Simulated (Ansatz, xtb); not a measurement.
Relative energy of two isomers of FH2OSi+

We compare a, `[OH2+][Si]F`, a singlet, with b, `O[SiH+]F`, a singlet. Both are isolated ions in the gas phase, relaxed with r2SCAN-D4/def2-SVP; the shapes shown needn't be the lowest conformers.

a (Å):

```xyz
5

F     1.1417   -0.8339   -1.3737
O    -1.2665   -0.6946   -1.8930
Si   -0.1029   -1.3455   -0.5036
H    -0.9286   -0.2603   -2.7055
H    -2.2436   -0.7366   -1.9114
```

b (Å):

```xyz
5

F     1.0294   -0.6196   -1.5651
O    -1.6770   -0.2629   -1.8505
Si   -0.4332   -1.1837   -1.5962
H    -1.8152    0.6863   -2.0165
H    -0.6450   -2.6107   -1.3816
```

Energies in hartree; the thermal terms are from r2SCAN-D4/def2-SVP harmonic frequencies (ideal gas, rigid rotor, one conformer each, 298.15 K, 1 atm) and include the zero-point energy:

|  | a | b |
| --- | --- | --- |
| E, CCSD(T)/def2-TZVPP | −464.903577 | −464.913662 |
| zero-point energy | 0.027474 | 0.025196 |
| H(298 K) − E | 0.032793 | 0.030118 |
| G(298 K) − E | 0.001105 | −0.000632 |

Problem. Work out ΔE, ΔE₀, ΔH and ΔG for a → b in kJ/mol (1 Eh = 2625.50 kJ/mol) and the equilibrium ratio [b]/[a].

Solution. 1. ΔE = −464.913662 − (−464.903577) = −0.010085 Eh = −26.48 kJ/mol.
2. ΔE₀ = ΔE + ΔZPE = −0.010085 + (−0.002278) Eh = −32.46 kJ/mol.
3. ΔH = ΔE + (−0.002675) Eh = −33.50 kJ/mol.
4. ΔG = ΔE + (−0.001737) Eh = −31.04 kJ/mol, so ΔS = (ΔH − ΔG)/T = −8.3 J/(mol K).
5. kT = 0.9442 mEh, so K = [b]/[a] = exp(−ΔG/kT) = exp(+12.52) ≈ 2.7 × 10^5.

Structure b is favoured at this temperature. An error of 4 kJ/mol in ΔG would change K by a factor of 5. HF/STO-3G gave ΔE the other sign. Mirror images and further conformers aren't counted.

As drawn, b has 1 Si–H in place of 1 O–H.

Other levels gave ΔE = −142.3 (GFN2-xTB); +157.0 (HF/STO-3G, GFN2-xTB geometries); −19.2 (r2SCAN-D4/def2-SVP//GFN2-xTB); −17.2 (r2SCAN-D4/def2-SVP); −42.1 (HF/def2-TZVPP); −40.4 (MP2/def2-TZVPP) kJ/mol. The correlated steps freeze 7 core orbitals. Programs: Ansatz 0.2.0, xtb 6.7.1.
